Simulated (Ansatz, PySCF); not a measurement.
System: C3H3, charge 0, doublet. C3H3 (SMILES [CH]1C=C1, doublet).
B3LYP-D3(BJ)/def2-TZVP minimum from Ansatz (a program for electronic structure):
```
C
C 1 1.3078
H 2 1.0759 1 148.34
H 1 1.0759 2 148.34 3 0.00
C 1 1.4552 4 148.36 2 178.48
H 5 1.0890 1 129.56 4 66.34
```
Charge 0, spin multiplicity 2.

Total energies in hartree (Ansatz). Open shells are spin-unrestricted; no spin-orbit coupling. Cores are frozen in correlated methods. No relativity. Where a partner has so few electrons that a lower coupled-cluster level is exact, that level stands in.

| species | HF/cc-pVTZ | CCSD(T)/cc-pVTZ | HF/cc-pVQZ | CCSD(T)/cc-pVQZ | CCSD(T)/cc-pVDZ | CCSDT(Q)/cc-pVDZ |
|---|---|---|---|---|---|---|
| 1: C3H3 (SMILES C1=C[CH]1, doublet) | -115.23476 | -115.72816 | -115.24229 | -115.76099 | -115.61460 | -115.61640 |
| 2: C (triplet) | -37.69157 | -37.78076 | -37.69331 | -37.78654 | -37.76038 | -37.76071 |
| 3: H (doublet) | -0.49981 | -0.49981 | -0.49995 | -0.49995 | -0.49928 | -0.49928 |

### Question
Work out the enthalpy of formation at 298 K (by atomisation, with ideal-gas terms from PySCF's Hessian at B3LYP-D3(BJ)/def2-TZVP and the atoms' measured values of the G2/97 table; no spin-orbit terms) in kcal/mol: take Hartree-Fock from cc-pVQZ, extrapolate the CCSD(T) correlation energy as X^-3 (X = 3, 4), and add CCSDT(Q) - CCSD(T) in cc-pVDZ. The further terms named in the bracket sum to +1.10010 hartree. 1 hartree = 627.51 kcal/mol.

### Answer

Species 1: correlation (64·(-0.51870) - 27·(-0.49340))/37 = -0.53716; step -0.00180; E1 = -115.24229 + (-0.53716) + (-0.00180) = -115.78125
Species 2: correlation (64·(-0.09323) - 27·(-0.08919))/37 = -0.09618; step -0.00033; E2 = -37.69331 + (-0.09618) + (-0.00033) = -37.78982
Species 3: correlation (64·(0.00000) - 27·(0.00000))/37 = 0.00000; step +0.00000; E3 = -0.49995 + (0.00000) + (+0.00000) = -0.49995
+1·E1 -3·E2 -3·E3 +1.10010 = 0.18816 hartree = 118.1 kcal/mol. Measured: 116.4 kcal/mol, 486.8 kJ/mol (Active Thermochemical Tables 1.112 (ions: stationary electron), as tabulated in the package chemicals); atomic spin-orbit terms, which the calculations lack, would raise the computed values. The composite differs from it by +1.7 kcal/mol; core, relativistic and spin-orbit terms are not in it.
